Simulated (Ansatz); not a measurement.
## Ansatz (development build ahead of 0.2.0) run

```yaml
crystal:
  periodic: [false, false, false]
  atoms:
    - { symbol: C, position_ang: [0.0, 0.0, 0.0] }
    - { symbol: C, position_ang: [0.0, 0.0, 1.24] }
basis:
  gaussian: { orbitals: pcseg-2 }
magnetization:
  spin_polarized: true
hamiltonian:
  xc: pbe
```

The input is written out in the form of the current development build from the run's settings.

Output:

- Converged: yes
- Total energy: -75.83805 hartree
- Spin squared of the determinant: 0.858
- Stability test: minimum

Caution: the unrestricted determinant is a mixture of spin states.
